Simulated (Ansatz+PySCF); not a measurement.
The numbers below are computed, except where a source is named.
This PySCF input gave a total energy of -123.99252 hartree.

```python
from pyscf import gto, scf

mol = gto.M(atom="""
B 0.000000 0.000000 -0.746940
F 0.000000 0.000000 0.414960
""", basis='def2-svp', charge=0, spin=0)
mf = scf.RHF(mol)
mf.init_guess = 'huckel'
mf.kernel()
while True:  # follow internal instabilities
    mo, _, stable, _ = mf.stability(return_status=True)
    if stable: break
    mf.kernel(mf.make_rdm1(mo, mf.mo_occ))
print(mf.converged, mf.e_tot, mf.spin_square()[0])
```

(1) Write an input for Ansatz with the same method and basis set.

Answers

(1)

```yaml
crystal:
  periodic: [false, false, false]
  atoms:
    - { symbol: B, position_ang: [0.0, 0.0, -0.74694] }
    - { symbol: F, position_ang: [0.0, 0.0, 0.41496] }
basis:
  gaussian: { orbitals: def2-SVP }
hamiltonian:
  xc: hf
```

Ansatz (development build ahead of 0.2.0) gave -123.99252 hartree, 0.00 meV from the first.
